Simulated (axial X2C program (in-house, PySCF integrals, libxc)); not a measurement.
# AlF⁺: nuclear properties from DFT to coupled cluster

Calculated with an axial X2C code built on PySCF integrals: two-component X2C with atomic mean-field Coulomb and Gaunt terms, Gaussian nuclei, basis Al dyall-av3z, F dyall-av3z with contracted cores.

R = 1.612 Å (near the PBE0 minimum at charge 1 of the determinant lowest at the starting distance; the state shown can have its own minimum elsewhere); state Ω = 1/2 (⟨Sz⟩ = 0.50, ⟨Lz⟩ = 0.00 at PBE0).

```csv
level,Eeff magnitude (GV/cm),Ws magnitude Al (kHz),A∥/gI Al (MHz),qzz Al (a.u.),A∥/gI F (MHz)
PBE0,0.212,0.151,1860,-1.14,97.2
HF,0.216,0.154,1920,-1.32,93.3
B3LYP,0.218,0.156,1930,-1.12,102
```

Eeff is the effective electric field on the electron electric dipole moment in this Ω state and Ws the scalar–pseudoscalar constant of the nucleus named (defined with the proton number Z and per Ω); A∥ (defined per Ω) follows by multiplying with gI = μI/(I μN); qzz is the electric field gradient, eQq0 = 234.96 MHz × Q/barn × qzz. The operators were transformed with the bare-nucleus X2C matrices; with these basis sets, hyperfine constants and field gradients can be off by tens of per cent, and where levels differ in sign neither size nor sign is settled.

Finite-field MP2, CCSD and CCSD(T), with 17 electrons correlated in 109 natural virtual spinors (MP2 remainder added):

```
  level  Eeff magnitude (GV/cm)  Ws magnitude Al (kHz)  A∥/gI Al (MHz)  qzz Al (a.u.)  A∥/gI F (MHz)
    MP2                   0.211                  0.151            1900          -1.21           86.2
   CCSD                   0.212                  0.151            1890          -1.22           92.9
CCSD(T)                   0.211                   0.15            1880          -1.19           93.9
```

T1 = 0.012 (Lee–Taylor). One unrestricted determinant, the lowest of a limited PBE0 search, is the reference; the functionals treat spin collinearly. Correlation of the inner shells is missing, which matters for properties at the nucleus. Number of frozen shells: Al 1 s; F 1 s.

(1) By how much does correlation change each value, CCSD(T) against HF?

Results:

(1) Eeff magnitude -2 %; Ws magnitude Al -3 %; A∥/gI Al -2 %; qzz Al -10 %; A∥/gI F 1 %.
